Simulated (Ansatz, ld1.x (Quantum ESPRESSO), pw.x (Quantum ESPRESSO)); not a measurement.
V: one change to the PAW potential, in the atom and in the sc crystal

ld1.x (Quantum ESPRESSO) 7.5 input, shortened:

```
&input
   title='V', zed=23., rel=1, dft='PBESOL', iswitch=3,
   config='[Ar] 3d3 4s2 4p0'
 /
 &inputp
   pseudotype=3, lpaw=.true., tm=.true., lloc=-2, rcloc=1.55,
   nlcc=.true., new_core_ps=.true., rcore=1.00,
   which_augfun='BESSEL', rmatch_augfun=1.05
 /
6
3S  1  0   2.00   0.00  1.25  1.35  0.0
4S  2  0   2.00   0.00  1.25  1.35  0.0
3P  2  1   6.00   0.00  1.60  2.05  0.0
4P  3  1   0.00   0.00  1.60  2.05  0.0
3D  3  2   3.00   0.00  1.60  2.05  0.0
3D  3  2   0.00   2.90  1.60  2.05  0.0
 &test
   configts(1)='3s2 3p6 3d3 4s2 4p0'
 /
```

Change: all radii but the core radius scaled by about 1.17 (s 1.58, p 2.40, d 2.40 bohr, rcut 1.46/1.88/1.88); local potential all-electron potential smoothed inside 1.82 bohr (lloc = -2); augmentation BESSEL, radius 1.24 bohr.

Cutoffs, loose and tight: the cutoffs (Ry, on a coarse ladder) from which the occupation-weighted sum of valence levels, in a spherical-Bessel basis at the reference potential, stays within 10 and 1 mRy of its value at 400 Ry. They do not see the model core or the augmentation charge, which bear on the density cutoff. Test errors are all-electron minus pseudo excitation energies from the reference, over the configurations 3s2 3p6 3d3 4s1 4p0; 3s2 3p6 3d3 4s0 4p0; 3s2 3p6 3d2 4s0 4p0; 3s2 3p6 3d3.5 4s1.5 4p0; 3s2 3p6 3d2 4s2 4p1; 3s2 3p6 3d4 4s0 4p0; 3s2 3p6 3d3 4s0 4p2; variants that change the core or the reference have their own tests.

Crystal test: sc V in pw.x 7.5, no spin, 14³ k-points, Fermi–Dirac smearing 0.01 Ry, cutoffs set for each file from its atomic test. The reference is all-electron LAPW (Ansatz 0.2.0) with the same functional, mesh and smearing; V0 and B0 come from Birch–Murnaghan fits to the pressures at five volumes. Errors are pseudo minus all-electron; Δ is the rms difference of the E(V) curves that follow from these fits, minima aligned, over ±6 % about the mean V0. Mesh and smearing are coarse, so the numbers serve the comparison and aren't converged zero-temperature values; the lattice is a test structure that the element need not adopt.

All-electron: a0 = 2.414 Å (V0 = 14.08 Å³/atom), B0 = 146.8 GPa.

Q: Does the change bring the crystal closer to the all-electron result?

A: The mean pressure error goes from +3.61 to +14.86 GPa, so the change moves the solid further from the all-electron pressures.

| quantity | base | changed |
| --- | --- | --- |
| outcome (atom) | generated | generated |
| cutoff, loose (atom) | 30 Ry | 30 Ry |
| cutoff, tight (atom) | 50 Ry | 40 Ry |
| bound ghosts (atom) | none | none |
| largest test error (meV) (atom) | +7.6 over the solved tests; 1 of 7 tests not solved or not reliable | -4119 over the solved tests; test run stopped at test 7 of 7 (negative rho) |
| cutoffs in pw.x (Ry) | 60/480 | 50/400 |
| a0 (Å) | 2.433 | – |
| a0 error (%) | +0.77 | – |
| B0 error (%) | -2.1 | – |
| Δ (meV/atom) | 10.5 | – |
| mean pressure error (GPa) | +3.61 | +14.86 |

A dash: not determined, or the minimum lies outside the volumes sampled.

Base: This is a poor potential for the solid. Atomic configuration tests: 1 of 7 tests not solved or not reliable. Changed file: The largest radius (2.40 bohr) exceeds half the bond length (2.27 bohr), so the spheres overlap, which is one possible source of error among others. This is a poor potential for the solid. Atomic configuration tests: test run stopped at test 7 of 7 (negative rho). The atomic cutoffs weigh occupied waves only.
